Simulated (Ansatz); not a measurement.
A nudged elastic band was laid between two geometries of C2H6N2O (11 atoms, charge 0, multiplicity 1).

Computed with Ansatz, RKS r2SCANh-D4/6-31G*.

```json
{"movable images": "5", "climbing image": "yes", "spring": "5.0 eV/Å²", "optimiser": "quadratic models (default)", "start path": "through a guess of the saddle point", "force threshold": "0.05 eV/Å", "iteration limit": "60", "end points": "relaxed"}
```

Image 0:

```xyz
11
Properties=species:S:1:pos:R:3
C -1.190 0.563 0.910
N -0.419 -0.539 0.379
C 0.583 -0.291 -0.510
N 0.743 0.851 -1.062
O 1.310 -1.437 -0.697
H -2.042 0.161 1.463
H -0.601 1.215 1.568
H -1.553 1.167 0.078
H -0.271 -1.342 0.971
H 1.491 0.834 -1.751
H 2.015 -1.240 -1.328
```

Image 6:

```xyz
11
Properties=species:S:1:pos:R:3
C -1.141 0.592 0.951
N -0.034 -0.309 0.721
C 0.629 -0.264 -0.469
N 0.451 0.676 -1.316
O 1.478 -1.336 -0.551
H -1.995 0.390 0.291
H -1.455 0.502 1.993
H -0.807 1.613 0.762
H -0.069 -1.220 1.152
H 1.084 0.593 -2.108
H 1.926 -1.293 -1.405
```

(1) What changes between the two ends?

(2) Give the energies along the band, and the barrier.

(3) What is the geometry of the highest image?

(4) What are the harmonic wavenumbers there?

The band took 16 iterations and of the order of 8 core-minutes.

Results:

(1) No bond is made or broken.  The two ends are copies of one structure, up to a mirror image or an exchange of like atoms.

(2) The run converged. The highest image is number 3 of 0 to 6, 0.027 eV above the ends, which have the same energy within 2 meV. A vibrational analysis at the climbing image gives one clearly imaginary mode, 131i cm⁻¹: a first-order saddle point.

| image | path coordinate (Å) | energy (eV) |
| --- | --- | --- |
| 0 | 0.00 | 0.000 |
| 1 | 0.39 | 0.007 |
| 2 | 0.78 | 0.019 |
| 3 | 1.17 | 0.027 |
| 4 | 1.59 | 0.019 |
| 5 | 2.01 | 0.006 |
| 6 | 2.42 | 0.000 |

(3) 
```xyz
11
Properties=species:S:1:pos:R:3
C -1.142 0.598 0.989
N -0.219 -0.424 0.565
C 0.595 -0.279 -0.513
N 0.635 0.784 -1.221
O 1.320 -1.431 -0.673
H -2.177 0.238 0.950
H -0.923 0.937 2.008
H -1.032 1.438 0.304
H -0.193 -1.314 1.031
H 1.308 0.709 -1.979
H 1.893 -1.313 -1.441
```

(4) 131i, 97, 246, 307, 414, 524, 634, 702, 725, 935, 1098, 1154, 1174, 1202, 1240, 1387, 1471, 1535, 1538, 1619, 1798, 3053, 3111, 3201, 3548, 3693, 3824 cm⁻¹.

Run time: 4.4 min on 2 threads of AMD EPYC 7R43 64-Core Processor (Zen 3), with other jobs on the host, peak memory 0.22 GiB.
